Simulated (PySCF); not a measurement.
OF2.
SMILES: `FOF`

Computed, not measured: PBE0-D3(BJ)/def2-TZVP geometry optimisation, gas phase (PySCF 2.14.0).

Masses are those of the commonest isotopes; rigid-rotor values at the optimised geometry. 

**Question.** What are A, B and C (GHz)?

**Answer.** Ia = 8.16, Ib = 44.87, Ic = 53.03 u·Å²; 505379 MHz·u·Å²/I gives 61956, 11262 and 9530 MHz, that is A = 61.956, B = 11.262, C = 9.5298 GHz.

**Question.** Classify the top.

**Answer.** A near-prolate asymmetric top. Ray's parameter κ = (2B − A − C)/(A − C) = -0.934; −1 is the prolate and +1 the oblate limit.

**Question.** Give the coordinates in the principal-axis frame, origin at the centre of mass.

**Answer.** The sense of each axis is arbitrary; atoms in the order of the calculation.
```
atom  mass (u)   a (Å)   b (Å)  c (Å)
  F1    18.998  -1.087  -0.252  0.000
  O2    15.995   0.000   0.599  0.000
  F3    18.998   1.087  -0.252  0.000
```

**Question.** Where do the levels up to J = 2 lie, in MHz?

**Answer.** Above 0(0,0):
J = 1: 1(0,1) 20792, 1(1,1) 71486, 1(1,0) 73218
J = 2: 2(0,2) 62332, 2(1,2) 111337, 2(1,1) 116534, 2(2,1) 268615, 2(2,0) 268659
The levels of one J sum to (2J + 1)J(J + 1)(A + B + C)/3.

**Question.** Which types of transition are allowed, and where do some lines up to J = 3 fall?

**Answer.** The dipole components are |μa| = 0.00 D, |μb| = 0.27 D, |μc| = 0.00 D; the symmetry axis of this C2v structure is b, so μa and μc vanish by symmetry and there are no a-type or c-type lines. Some lines, for components of 0.1 D or more:

```tsv
type	branch	J(Ka,Kc)	MHz	lower level (cm⁻¹)
b	R	3(0,3) ← 2(1,2)	13197	3.714
b	Q	1(1,0) ← 1(0,1)	52426	0.694
b	Q	3(1,2) ← 3(0,3)	56947	4.154
b	R	1(1,1) ← 0(0,0)	71486	0.000
b	R	2(1,2) ← 1(0,1)	90545	0.694
b	Q	3(2,1) ← 3(1,2)	149728	6.054
b	Q	3(2,2) ← 3(1,3)	159903	5.707
b	R	2(2,1) ← 1(1,0)	195397	2.442
b	R	3(2,2) ← 2(1,1)	214457	3.887
b	R	3(2,1) ← 2(1,2)	219872	3.714
b	Q	3(3,0) ← 3(2,1)	257609	11.048
b	R	3(3,0) ← 2(2,1)	320203	8.960
```

Whether it is a minimum is left open (no frequencies). These are rigid-rotor constants of the computed structure; measured ground-state constants (B0) also hold zero-point vibration.
